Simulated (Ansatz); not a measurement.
Results of r²SCAN-D4 in Ansatz (plane waves, PAW) for rutile MnF2.

Numerical settings: plane-wave cutoff 560 eV, 8×8×10 k mesh (along the axes of the cell as run), Fermi–Dirac smearing 0.01 eV, spin-polarised with opposed moments, scalar-relativistic PAW data made under PBE.

Cell (relaxed at this level):

```xyz
6
Lattice="4.8535 0.0000 0.0000 0.0000 4.8535 0.0000 0.0000 0.0000 3.2898" Properties=species:S:1:pos:R:3 pbc="T T T"
Mn     0.0000     0.0000     0.0000
Mn     2.4268     2.4268     1.6449
F      1.4743     1.4743     0.0000
F      3.9010     0.9525     1.6449
F      0.9525     3.9010     1.6449
F      3.3793     3.3793     0.0000
```
Starting moments (μB, in the order of the record's atoms Mn Mn F F F F): 5.0 -5.0 0.0 0.0 0.0 0.0.

Problem. Give the computed pressure derivative B′ of the bulk modulus, bulk modulus and band gap.

Solution. 
pressure derivative B′ of the bulk modulus: 4.7
bulk modulus: 98.0 GPa
band gap: 2.99 eV (indirect)

Measured, for comparison: band gap 9.9 eV (temperature not stated, no zero-point or thermal correction, the source doubts the polymorph; as tabulated in Das and Bazhirov (2019), arXiv:1808.05325). Computed (rounded) less measured: band gap not scored (a reference that its source doubts or gives as a wide range).

Note: without U or exact exchange, gaps and moments of open d shells tend to come out too small; the bulk modulus comes from volumes at which shape and atoms were relaxed.

Ansatz is an electronic-structure program.
